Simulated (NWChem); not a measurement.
Molecule: dimethyl sulfide (C2H6S); SMILES CSC

Program: NWChem. Medium grid unless said otherwise, to which SCAN and Minnesota functionals are sensitive. The geometry was optimised at PBE0/def2-SVP. Computed dipoles belong to the equilibrium geometry; the measured one is vibrationally averaged.

Measured dipole moment: 1.50 D (NIST CCCBDB, as tabulated in the package chemicals).

### Question
Which of these levels lies farthest from the measured value, and how do the others fare: TPSS/def2-TZVPD; CAM-B3LYP/def2-TZVPD; r2SCAN/def2-TZVPD; LDA (Slater exchange, VWN5)/def2-TZVPD; BLYP/def2-TZVPD; PBE/def2-TZVPD; Hartree-Fock/def2-TZVPD; B3LYP/def2-TZVPD; M06-2X/def2-TZVPD; PBE0/def2-TZVPD?

### Answer
Hartree-Fock/def2-TZVPD.
```json
[
 {"level": "LDA (Slater exchange, VWN5)/def2-TZVPD", "dipole moment (D)": "1.58", "computed − measured": "+0.08"},
 {"level": "PBE/def2-TZVPD", "dipole moment (D)": "1.55", "computed − measured": "+0.05"},
 {"level": "BLYP/def2-TZVPD", "dipole moment (D)": "1.50", "computed − measured": "0.00"},
 {"level": "TPSS/def2-TZVPD", "dipole moment (D)": "1.57", "computed − measured": "+0.07"},
 {"level": "r2SCAN/def2-TZVPD", "dipole moment (D)": "1.62", "computed − measured": "+0.12"},
 {"level": "B3LYP/def2-TZVPD", "dipole moment (D)": "1.55", "computed − measured": "+0.05"},
 {"level": "PBE0/def2-TZVPD", "dipole moment (D)": "1.60", "computed − measured": "+0.10"},
 {"level": "M06-2X/def2-TZVPD", "dipole moment (D)": "1.59", "computed − measured": "+0.09"},
 {"level": "CAM-B3LYP/def2-TZVPD", "dipole moment (D)": "1.59", "computed − measured": "+0.09"},
 {"level": "Hartree-Fock/def2-TZVPD", "dipole moment (D)": "1.71", "computed − measured": "+0.21"}
]
```
